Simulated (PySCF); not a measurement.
# F, SMILES `[F]` (charge 0, multiplicity 2)

Level of theory: TPSSh-D3(BJ)/def2-TZVP run with PySCF.

* **highest occupied spin orbital**: -11.25 eV
* **dipole moment**: 0.00 D
* **total energy**: -99.7660 Ha
* **cost**: very roughly 4 core-seconds

```xyz
1

F      0.0000     0.0000     0.0000
```
Charge 0, spin multiplicity 2.
